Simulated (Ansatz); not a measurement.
# ClH6NSi: the cost of one run

All numbers below are computed with Ansatz 0.2.0 (RKS revPBE-D4/def2-SVP).

## (1) The structure to begin with

Bond lengths: Si1–N2 2.170 Å, N2–H3 1.060 Å, N2–H4 1.060 Å, Si1–H5 1.460 Å, Si1–H6 1.459 Å, Si1–H7 1.459 Å, Si1–Cl8 2.430 Å, Cl8–H9 1.576 Å. Angles: Si1–N2–H3 120.0°, Si1–N2–H4 120.0°, H3–N2–H4 120.0°, N2–Si1–H5 109.5°, N2–Si1–H6 109.5°, N2–Si1–H7 109.5°, N2–Si1–Cl8 71.6°, H5–Si1–H6 109.5°, H5–Si1–H7 109.5°, H5–Si1–Cl8 67.2°, H6–Si1–H7 109.5°, H6–Si1–Cl8 176.6°, H7–Si1–Cl8 72.8°, Si1–Cl8–H9 66.3°.

Coordinates:

```xyz
9

Si    0.0000    0.0000    0.0000
N     0.0000    0.0000    2.1700
H    -0.8770   -0.2713    2.7000
H     0.8770    0.2713    2.7000
H     1.3768    0.0000   -0.4862
H    -0.6877    1.1914   -0.4862
H    -0.6877   -1.1914   -0.4862
Cl    1.2683   -1.9259    0.7662
H     0.6875   -1.0440    1.9357
```

## (2) A restrained relaxation towards end A

Springs on the bonds that form and break draw the guess towards this end; the thresholds are loose.

The input, input.yaml:

```yaml
crystal:
  periodic: [false, false, false]
  atoms:
    - { symbol: Si, position_ang: [0.0, 0.0, 0.0] }
    - { symbol: "N", position_ang: [0.0, 0.0, 2.17] }
    - { symbol: H, position_ang: [-0.877, -0.2713, 2.7] }
    - { symbol: H, position_ang: [0.877, 0.2713, 2.7] }
    - { symbol: H, position_ang: [1.3768, 0.0, -0.4862] }
    - { symbol: H, position_ang: [-0.6877, 1.1914, -0.4862] }
    - { symbol: H, position_ang: [-0.6877, -1.1914, -0.4862] }
    - { symbol: Cl, position_ang: [1.2683, -1.9259, 0.7662] }
    - { symbol: H, position_ang: [0.6875, -1.044, 1.9357] }
basis:
  gaussian: { orbitals: def2-SVP }
hamiltonian:
  xc: revpbe
  dispersion: d4
relax:
  f_tol: 0.15
  max_steps: 25
  restrain:
    - { distance: [0, 7], at: 3.33, k: 30.0 }
    - { distance: [8, 1], at: 2.26, k: 30.0 }
    - { distance: [0, 1], at: 1.82, k: 30.0 }
    - { distance: [8, 7], at: 1.37, k: 30.0 }
```

Launch:

```console
$ ansatz run input.yaml --threads 1 --pin off --max-ram 2048MiB --backend cpu --events-out ev --progress --plain --runs-dir out
```

What time and memory should one allow on 1 thread of Arm Neoverse V2, shared host?

About 20 s, with a peak of 0.12 GiB.
